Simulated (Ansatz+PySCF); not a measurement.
A calculation with PySCF 2.14.0.

```python
from pyscf import gto, scf, cc

mol = gto.M(atom="""
H 0.000000 0.000000 0.000000
S 0.817890 1.090520 2.361050
""", basis='6-31g', charge=0, spin=1)
mf = scf.UHF(mol)
mf.kernel()
mycc = cc.CCSD(mf, frozen=5).run()
et = mycc.ccsd_t()
print(mf.e_tot, mycc.e_corr, et, mycc.e_tot + et)
```

The script is written out from the run's settings.

The run gave:

```
Converged                       : yes
Reference energy                : -397.86634 hartree
CCSD correlation energy         : -0.13088 hartree
Triples correction              : -0.00314 hartree
Total energy                    : -398.00036 hartree
Spin squared of the determinant : 0.754
```

The reference isn't the lowest determinant (another lies 2.86 eV lower), but the same method gives a higher total on the lower determinant. Caution: bonds are stretched, where a single reference can fail.
